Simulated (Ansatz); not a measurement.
Input for Ansatz (development build ahead of 0.2.0):

```yaml
crystal:
  periodic: [false, false, false]
  atoms:
    - { symbol: "N", position_ang: [-0.012, 0.05034, 0.05789] }
    - { symbol: H, position_ang: [0.09259, -0.91196, 0.51305] }
    - { symbol: H, position_ang: [0.85319, 0.44637, -0.38943] }
    - { symbol: H, position_ang: [-0.88801, 0.41052, -0.38626] }
basis:
  gaussian: { orbitals: def2-SVP }
total_charge: 1
magnetization:
  spin_polarized: true
  initial_magnetization: 1
hamiltonian:
  xc: hf
output:
  forces: true
```

The input is written out in the form of the current development build from the run's settings.

Output:

```
Converged                       : yes
Total energy                    : -55.82979 hartree
Spin squared of the determinant : 0.761
Stability test                  : minimum
```

Forces (eV/Å):
```csv
atom,Fx,Fy,Fz
N1,0.953,-0.916,-1.489
H2,-0.602,1.885,-0.543
H3,-0.894,-0.359,0.988
H4,0.543,-0.610,1.043
```
